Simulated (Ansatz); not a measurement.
# CH₂FMg+ (SMILES F[CH+][MgH]): functionals against CCSD(T) at one geometry

One table from this session's results is given with a row withheld; the runs are named, their logs left out.

The runs use Ansatz 0.2.0, Gaussian basis; single points in def2-TZVPP.

Correlated methods freeze the cores. The outer core shell of Li, Na, Mg and K is correlated.

## Starting geometry

SMILES `F[CH+][MgH]`, 5 atoms, charge 1, spin multiplicity 1.

Atoms are counted from 1 here; the program's logs count them from 0.

Bond lengths: F1–C2 1.241 Å, C2–Mg3 2.380 Å, C2–H4 1.113 Å, Mg3–H5 1.634 Å. Angles: F1–C2–Mg3 79.4°, F1–C2–H4 104.7°, Mg3–C2–H4 173.3°, C2–Mg3–H5 178.2°.

As a file:

```xyz
5

F    -1.13510   -0.70290    0.15850
C     0.02160   -1.07190    0.41560
Mg    0.43350    1.12550   -0.40020
H    -0.10100   -2.06570    0.90220
H     0.76540    2.62610   -0.95470
```

The first run:

run/in.yaml

```yaml
crystal:
  periodic: [false, false, false]
  atoms:
    - {symbol: F, position_ang: [-1.135100, -0.702900, 0.158500]}
    - {symbol: C, position_ang: [0.021600, -1.071900, 0.415600]}
    - {symbol: Mg, position_ang: [0.433500, 1.125500, -0.400200]}
    - {symbol: H, position_ang: [-0.101000, -2.065700, 0.902200]}
    - {symbol: H, position_ang: [0.765400, 2.626100, -0.954700]}
basis:
  gaussian: {orbitals: def2-TZVPP}
total_charge: 1
correlation: {method: ccsd_t}
output: {forces: true}
```

No record of the launch command was kept for these runs.

Steps of the session up to this table: CCSD(T)/def2-TZVPP; PBE0-D4/def2-TZVPP; wB97M-V/def2-TZVPP; r2SCAN-D4/def2-TZVPP; PBE-D4/def2-TZVPP; B97M-V/def2-TZVPP; BHLYP-D4/def2-TZVPP.

One of the session's tables, all rows but one given; the rest of the session is left out.

| method | RMS force component (eV/Å) | angle to CCSD(T) forces (°) |
| --- | --- | --- |
| CCSD(T) | 1.347 | reference |
| PBE0-D4 | 1.139 | 5.3 |
| wB97M-V | 1.245 | 1.7 |
| r2SCAN-D4 | ? | ? |
| PBE-D4 | 1.421 | 7.0 |
| B97M-V | 1.192 | 3.2 |
| BHLYP-D4 | 1.011 | 9.0 |

Estimate the missing values for r2SCAN-D4.

**Answer.** RMS force component (eV/Å): 1.295; angle to CCSD(T) forces (°): 3.9. In the column «RMS force component (eV/Å)» it lies between wB97M-V (1.245) and CCSD(T) (1.347).
